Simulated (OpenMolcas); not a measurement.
**A workflow on CHFO (formyl fluoride)**

Wanted: the energy (UHF/STO-3G), then a single-point energy (CASSCF(4,4)/STO-3G), then a single-point energy (CASPT2(4,4)/STO-3G), then the energy (SC-NEVPT2(4,4)/STO-3G), then a single-point energy (MRCI(4,4)/STO-3G) of CHFO (formyl fluoride). 

The calculation is run with OpenMolcas 26.06.

2 further runs of the same task are left out: 1 for a known fault of the program, 1 set aside as unsound or not needed.

**1. Starting point**

The species is CHFO (4 atoms), meant as a singlet with charge 0. As SMILES, `O=CF`. The C2–H4 distance was set to 1.920 Å, away from the relaxed value. At this shape a bond of the SMILES string is far longer than usual.

Bond lengths: O1–C2 1.174 Å, C2–F3 1.336 Å. Angles: O1–C2–F3 122.9°.

**2. The energy at UHF/STO-3G (run 1)**

struct.xyz

```xyz
4

O     -1.187052    -0.365533     1.344629
C     -0.344112    -0.499193     0.538509
F      0.287488    -1.658523     0.335069
H      0.350540     0.823120    -0.667550
```

step1.inp

```
&GATEWAY
 BasLib = $CurrDir
 Coord = struct.xyz
 Basis = STO-3G
 Group = NoSym

&SEWARD

&SCF
 UHF
 Scramble = 0.25
 PrOrbitals = 1 1
```

The basis set STO-3G is read from a file made from the Basis Set Exchange's data (not shown).

Run with:

```
$ export MOLCAS_MEM=1860
$ pymolcas step1.inp > step1.log
```

The program printed, shortened:

```text
--- Start Module: gateway ---
[...]
--- Stop Module: gateway /rc=_RC_ALL_IS_WELL_ ---
--- Start Module: seward ---
[...]
      Basis functions           16
--- Stop Module: seward /rc=_RC_ALL_IS_WELL_ ---
--- Start Module: scf ---
[...]
       Convergence after  31 Iterations
[...]
::    Total SCF energy                               -209.6928393085
[...]
      Total spin, S                                     0.5380476674
[...]
      Total electronic charge=   24.000000
      Total            charge=   -0.000000
[...]
      Dipole Moment (debye):
      Origin of the operator (angstrom)=   -0.3604   -0.8857    0.7013
                   X=  5.8594E-01               Y=  1.5038E-01               Z= -6.5236E-01           Total=  8.8967E-01
      Quadrupole Moment (debye*angstrom):
[...]
--- Stop Module: scf /rc=_RC_ALL_IS_WELL_ ---
[...]
```

Wall time 2.1 s (1 thread of Arm Neoverse V1, shared host); peak memory 0.37 GiB.

**3. The energy at CASSCF(4,4)/STO-3G (run 2)**

struct.xyz is that of step 2.

step2.inp

```
&GATEWAY
 BasLib=$CurrDir
 Coord=struct.xyz
 Basis=STO-3G
 Group=NoSym

&SEWARD

&RASSCF
 FileOrb=$CurrDir/step1.UnaOrb
 Spin=1
 Nactel=4 0 0
 Inactive=10
 Ras2=4
 OrbListing=Nothing
```

The basis set STO-3G is read from a file made from the Basis Set Exchange's data (not shown).

Run with:

```
$ export MOLCAS_MEM=1860
$ pymolcas step2.inp > step2.log
```

The program printed, shortened:

```text
--- Start Module: gateway ---
[...]
--- Stop Module: gateway /rc=_RC_ALL_IS_WELL_ ---
--- Start Module: seward ---
[...]
      Basis functions           16
--- Stop Module: seward /rc=_RC_ALL_IS_WELL_ ---
--- Start Module: rasscf ---
[...]
      Number of active orbitals                  4
[...]
      Spin quantum number                      0.0
[...]
      Active orbitals                            4
[...]
      Number of CSFs                            20
[...]
      Number of root(s) required                 1
[...]
      Convergence after 15 iterations
[...]
      printout of CI-coefficients larger than  0.05 for root  1
      energy=    -209.764806
      conf/sym  1111     Coeff  Weight
             1  2200  -0.90996 0.82803
             6  2020   0.34605 0.11975
            10  udud  -0.07085 0.00502
            14  0202   0.20115 0.04046
            20  0022  -0.07705 0.00594
      Natural orbitals and occupation numbers for root  1
      sym 1:   1.901418   1.742757   0.257152   0.098672
      ************************************************************************************************************************
      *                                                    Final results                                                     *
[...]
::    RASSCF root number  1 Total energy:   -209.76480629
[...]
      Total electronic charge=   24.000000
      Total            charge=   -0.000000
[...]
      Dipole Moment (debye):
      Origin of the operator (angstrom)=   -0.3604   -0.8857    0.7013
                   X=  4.4211E-01               Y=  3.1149E-01               Z= -5.6712E-01           Total=  7.8365E-01
      Quadrupole Moment (debye*angstrom):
[...]
--- Stop Module: rasscf /rc=_RC_ALL_IS_WELL_ ---
[...]
```

It took 1.9 s on 1 thread of Arm Neoverse V1, shared host; peak memory 0.37 GiB.

**4. A single-point energy at CASPT2(4,4)/STO-3G (run 3)**

struct.xyz is that of step 3.

step3.input

```
>>> EXPORT MOLCAS_PRINT=2
&GATEWAY
BASLIB=$CurrDir
COORD=struct.xyz
BASIS=STO-3G
GROUP=NoSym
&SEWARD
&RASSCF
FILEORB=$CurrDir/step2.RasOrb
SPIN=1
NACTEL=4 0 0
INACTIVE=10
RAS2=4
ORBLISTING=Nothing
&CASPT2
IMAGINARY=0.1
FROZEN=3
```

The basis set STO-3G is read from a file made from the Basis Set Exchange's data (not shown).

Run with:

```
$ export MOLCAS_MEM=1860
$ pymolcas step3.input > step3.log
```

The program printed, shortened:

```text
--- Start Module: gateway ---
[...]
--- Stop Module: gateway /rc=_RC_ALL_IS_WELL_ ---
[...]
      Basis functions           16
[...]
--- Start Module: rasscf ---
[...]
      Number of active orbitals                  4
[...]
      Spin quantum number                      0.0
[...]
      Active orbitals                            4
[...]
      Number of CSFs                            20
[...]
      Number of root(s) required                 1
[...]
      Convergence after  4 iterations
[...]
      printout of CI-coefficients larger than  0.05 for root  1
      energy=    -209.764806
      conf/sym  1111     Coeff  Weight
             1  2200  -0.90996 0.82803
             6  2020   0.34605 0.11975
            10  udud  -0.07085 0.00502
            14  0202   0.20115 0.04046
            20  0022  -0.07705 0.00594
      Natural orbitals and occupation numbers for root  1
      sym 1:   1.901418   1.742757   0.257152   0.098673
      ************************************************************************************************************************
      *                                                    Final results                                                     *
[...]
::    RASSCF root number  1 Total energy:   -209.76480629
[...]
      Total electronic charge=   24.000000
      Total            charge=   -0.000000
[...]
      Dipole Moment (debye):
      Origin of the operator (angstrom)=   -0.3604   -0.8857    0.7013
                   X=  4.4211E-01               Y=  3.1150E-01               Z= -5.6712E-01           Total=  7.8366E-01
      Quadrupole Moment (debye*angstrom):
[...]
--- Stop Module: rasscf /rc=_RC_ALL_IS_WELL_ ---
--- Start Module: caspt2 ---
[...]
 ###    WARNING: User changed nr of frozen orbitals.                         ###
 ###############################################################################
[...]
      E2 (Variational):          -0.0897092872
      Total energy:            -209.8545155777
[...]
      Reference weight:           0.96129
[...]
::    CASPT2 Root  1     Total energy:   -209.85451558
[...]
--- Stop Module: caspt2 /rc=_RC_ALL_IS_WELL_ ---
[...]
```

Wall time 1.7 s (1 thread of Arm Neoverse V1, shared host); peak memory 0.37 GiB.

**5. The energy at SC-NEVPT2(4,4)/STO-3G (run 4)**

struct.xyz is that of step 4.

step4.inp

```
* CHFO NEVPT2

&GATEWAY
  BASLIB=$CurrDir
  COORD=struct.xyz
  BASIS=STO-3G
  GROUP=NoSym

&SEWARD

&RASSCF
  FILEORB=$CurrDir/step2.RasOrb
  SPIN=1
  NACTEL=4 0 0
  INACTIVE=10
  RAS2=4
  ORBLISTING=Nothing

&CASPT2
  SC-NEVPT2
  FROZEN=3
```

The basis set STO-3G is read from a file made from the Basis Set Exchange's data (not shown).

Run with:

```
$ export MOLCAS_MEM=1860
$ pymolcas step4.inp > step4.log
```

The program printed, shortened:

```text
--- Start Module: gateway ---
[...]
--- Stop Module: gateway /rc=_RC_ALL_IS_WELL_ ---
[...]
      Basis functions           16
[...]
--- Start Module: rasscf ---
[...]
      Number of active orbitals                  4
[...]
      Spin quantum number                      0.0
[...]
      Active orbitals                            4
[...]
      Number of CSFs                            20
[...]
      Number of root(s) required                 1
[...]
      Convergence after  4 iterations
[...]
      printout of CI-coefficients larger than  0.05 for root  1
      energy=    -209.764806
      conf/sym  1111     Coeff  Weight
             1  2200  -0.90996 0.82803
             6  2020   0.34605 0.11975
            10  udud  -0.07085 0.00502
            14  0202   0.20115 0.04046
            20  0022  -0.07705 0.00594
      Natural orbitals and occupation numbers for root  1
      sym 1:   1.901418   1.742757   0.257152   0.098673
      ************************************************************************************************************************
      *                                                    Final results                                                     *
[...]
::    RASSCF root number  1 Total energy:   -209.76480629
[...]
      Total electronic charge=   24.000000
      Total            charge=   -0.000000
[...]
      Dipole Moment (debye):
      Origin of the operator (angstrom)=   -0.3604   -0.8857    0.7013
                   X=  4.4211E-01               Y=  3.1150E-01               Z= -5.6712E-01           Total=  7.8366E-01
      Quadrupole Moment (debye*angstrom):
[...]
--- Stop Module: rasscf /rc=_RC_ALL_IS_WELL_ ---
--- Start Module: caspt2 ---
[...]
 ###    WARNING: User changed nr of frozen orbitals.                         ###
 ###############################################################################
[...]
      E2 (Variational):          -0.0883478456
[...]
      E2 (Variational):          -0.0879591324
      Total energy:            -209.8527654230
[...]
      Reference weight:           0.96288
[...]
::    SC-NEVPT2 Root  1     Total energy:   -209.85276542
[...]
--- Stop Module: caspt2 /rc=_RC_ALL_IS_WELL_ ---
[...]
```

Run time: 1.8 s. Hardware: 1 thread of Arm Neoverse V1, shared host; peak memory 0.37 GiB.

**6. The energy at MRCI(4,4)/STO-3G (run 5)**

struct.xyz is that of step 5.

step5.input

```
&GATEWAY
 BasLib = $CurrDir
 Coord = struct.xyz
 Basis = STO-3G
 Group = NoSym

&SEWARD

&RASSCF
 FileOrb = $CurrDir/step2.RasOrb
 Spin = 1
 Nactel = 4 0 0
 Inactive = 10
 Ras2 = 4
 OrbListing = Nothing

&MOTRA
 LumOrb
 Frozen = 3

&GUGA
 Electrons = 18
 Spin = 1
 Inactive = 7
 Active = 4
 CIAll = 1

&MRCI
 SDCI
```

The basis set STO-3G is read from a file made from the Basis Set Exchange's data (not shown).

Run with:

```
$ export MOLCAS_MEM=1860
$ pymolcas step5.input > step5.log
```

The program printed, shortened:

```text
--- Start Module: gateway ---
[...]
--- Stop Module: gateway /rc=_RC_ALL_IS_WELL_ ---
[...]
      Basis functions           16
[...]
      Number of active orbitals                  4
[...]
      Spin quantum number                      0.0
[...]
      Active orbitals                            4
[...]
      Number of CSFs                            20
[...]
      Number of root(s) required                 1
[...]
      Convergence after  4 iterations
[...]
      printout of CI-coefficients larger than  0.05 for root  1
      energy=    -209.764806
      conf/sym  1111     Coeff  Weight
             1  2200  -0.90996 0.82803
             6  2020   0.34605 0.11975
            10  udud  -0.07085 0.00502
            14  0202   0.20115 0.04046
            20  0022  -0.07705 0.00594
      Natural orbitals and occupation numbers for root  1
      sym 1:   1.901418   1.742757   0.257152   0.098673
      ************************************************************************************************************************
      *                                                    Final results                                                     *
[...]
::    RASSCF root number  1 Total energy:   -209.76480629
[...]
      Dipole Moment (debye):
      Origin of the operator (angstrom)=   -0.3604   -0.8857    0.7013
                   X=  4.4211E-01               Y=  3.1150E-01               Z= -5.6712E-01           Total=  7.8366E-01
      Quadrupole Moment (debye*angstrom):
[...]
      *** WARNING: Default frozen orbitals is overwritten by user input.
      *** Default values:   3
[...]
--- Start Module: guga ---
[...]
--- Stop Module: guga /rc=_RC_ALL_IS_WELL_ ---
--- Start Module: mrci ---
[...]
       (But an ACPF correction will be computed)
       USE THE DEFAULT ACPF G-VALUE GFAC=  0.11111111111111110
[...]
                      CI ENERGY:  -209.87293853
[...]
                ACPF CORRECTION:    -0.00748421
[...]
      Total electronic charge=   24.000000
      Total            charge=    0.000000
[...]
     ACPF CORRECTION:     -0.00748421
[...]
  CI State   1     Total energy:   -209.87293853     QDav:     -0.00849322     QACPF:     -0.00748421
[...]
--- Stop Module: mrci /rc=_RC_ALL_IS_WELL_ ---
[...]
```

Run time: 3.3 s. Hardware: 1 thread of Arm Neoverse V1, shared host; peak memory 0.37 GiB.

**7. Results**

| quantity | value |
| --- | --- |
| run 1, UHF/STO-3G: total energy | -209.69284 Eh |
| run 1, UHF/STO-3G: dipole moment | 0.89 D |
| run 1, UHF/STO-3G: HOMO energy | -9.21 eV |
| run 1, UHF/STO-3G: LUMO energy | 6.65 eV |
| run 1, UHF/STO-3G: HOMO–LUMO gap | 15.86 eV |
| run 1, UHF/STO-3G: ⟨S²⟩ | 0.828 |
| run 2, CASSCF(4,4)/STO-3G: total energy | -209.76481 Eh |
| run 2, CASSCF(4,4)/STO-3G: dipole moment (CASSCF density) | 0.78 D |
| run 3, CASPT2(4,4)/STO-3G: total energy | -209.85452 Eh |
| run 3, CASPT2(4,4)/STO-3G: dipole moment (CASSCF density) | 0.78 D |
| run 4, SC-NEVPT2(4,4)/STO-3G: total energy | -209.85277 Eh |
| run 4, SC-NEVPT2(4,4)/STO-3G: dipole moment (CASSCF density) | 0.78 D |
| run 5, MRCI(4,4)/STO-3G: total energy | -209.87294 Eh |
| run 5, MRCI(4,4)/STO-3G: dipole moment (CASSCF density) | 0.78 D |

**Reading.** ⟨S²⟩ (run 1, UHF/STO-3G) is 0.83 where a pure singlet has 0.00: the reference is spin-contaminated. Mulliken charges (run 2, CASSCF(4,4)/STO-3G) run from -0.18 on O1 to +0.31 on C2. Mulliken charges (run 4, SC-NEVPT2(4,4)/STO-3G) of the CASSCF density run from -0.18 on O1 to +0.31 on C2; they depend strongly on the basis.
